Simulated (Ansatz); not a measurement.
## AlGa, triplet: the ladder up to full CI

Geometry: that of the AlGa, singlet, kept fixed.

| atom | x (Å) | y (Å) | z (Å) |
| --- | --- | --- | --- |
| Al | 0.0000 | 0.0000 | 0.0000 |
| Ga | 0.0000 | 0.0000 | 3.0185 |

Basis cc-pVDZ; Ansatz 0.2.0. Only valence electrons are correlated (noble-gas cores and the filled d shells of p-block atoms frozen), which leaves 6 electrons in 26 orbitals. R marks a restricted (for open shells ROHF) determinant, U an unrestricted one. Active spaces: valence = (6e, 8o) chosen from the atoms' valence shells. No spin–orbit coupling is included, and no scalar relativity.

Full CI is exact within this basis and frozen core; it isn't the basis-set limit. The frozen core follows each run's orbitals, which can shift R against U totals by a few meV for light atoms and by up to 0.1 eV past Ca.

For open shells CISD and CISDTQ are restricted-active-space CI with the open shells as a complete middle space.

- UHF ⟨S²⟩: 2.033
- T1 diagnostic (RCCSD): 0.0275
- largest doubles amplitude (RCCSD): 0.101

```tsv
level	E − E(RHF) (eV)
RMP2	-2.1781
RCCSD	-2.9577
RCCSD(T)	-3.0736
```

Question: Estimate how far full CI in cc-pVDZ lies from RCCSD(T). The table doesn't fix it; the size of (T) and the diagnostics are the guide.

Answer: Full CI in cc-pVDZ lies 4.9 kJ/mol below RCCSD(T), which is 44 % of the (T) step (-11.2 kJ/mol). The diagnostics give no warning, yet the rest is a sizeable part of (T). The miss exceeds 1 kcal/mol.

The other levels:

```json
{"level": "CISD", "E − E(full CI) (kJ/mol)": "29.3", "share of correlation (%)": "90.28", "wall time": "2.3 s"}
{"level": "BCCD(T)", "E − E(full CI) (kJ/mol)": "4.9", "share of correlation (%)": "98.37", "wall time": "7.5 s"}
{"level": "RCCSDT", "E − E(full CI) (kJ/mol)": "0.8", "share of correlation (%)": "99.74", "wall time": "–"}
{"level": "CISDTQ", "E − E(full CI) (kJ/mol)": "0.7", "share of correlation (%)": "99.77", "wall time": "6 s"}
{"level": "RCCSDT(Q)", "E − E(full CI) (kJ/mol)": "0.2", "share of correlation (%)": "99.95", "wall time": "11 s"}
{"level": "CASSCF (valence space)", "E − E(full CI) (kJ/mol)": "154.6", "share of correlation (%)": "48.71", "wall time": "–"}
{"level": "NEVPT2 (valence space)", "E − E(full CI) (kJ/mol)": "40.7", "share of correlation (%)": "86.51", "wall time": "4.9 s"}
{"level": "MRCISD (valence space)", "E − E(full CI) (kJ/mol)": "7.1", "share of correlation (%)": "97.63", "wall time": "–"}
{"level": "MRCISD+Q (valence space)", "E − E(full CI) (kJ/mol)": "-2.1", "share of correlation (%)": "100.71", "wall time": "6 s"}
```

The correlation energy at full CI, counted from RHF, is -3.124 eV. That run took 20 s on 1 thread of Intel Xeon Platinum 8488C, shared host over 1,689,856 determinants.

Run but not shown, since their state or frozen core can't be matched to the reference's or they repeat it: UHF, UMP2, UCCSD, UCCSD(T), UCCSDT, UCCSDT(Q).

Times hold each run's SCF and search for its determinant on a shared host, so for small cases they say little of a method's own cost; they ran on 1 thread of Intel Xeon Platinum 8488C.

More than 5 meV below full CI, which no variational method can be: MRCISD+Q (valence space).

The full-CI state has the irrep B1 of C2v, in the program's axes (one component, if the state is degenerate).

Natural occupations of full CI about the gap: 1.916 1.872 0.971 0.956 0.066 0.050 0.048 0.038 0.013 0.012; effectively unpaired electrons, Σ n²(2−n)², 2.12.
